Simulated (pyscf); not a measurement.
Single points on ωB97X-D3(BJ)/def2-SVP structures (PySCF, gas phase).

Problem. For the elementary gas-phase step trifluoromethyl (F–C•(F)–F) + hydrogen chloride (HCl) -> F–C(F)(F)–Cl + H atom (H•) (doublet surface; Cl–H broken, C–Cl formed), what barrier and reaction energy does ωB97M-D3(BJ)/def2-TZVP give, measured from the separated reactants?

Solution. ΔE‡ = 28.9 kcal/mol, ΔE = +17.3 kcal/mol. Zero-point energy shifts the barrier by -2.0 kcal/mol. It is an atom transfer, with an imaginary mode of 1104i cm⁻¹. One saddle was located; it need not be the lowest between these sides. The angle at the transferred Cl is 180°.
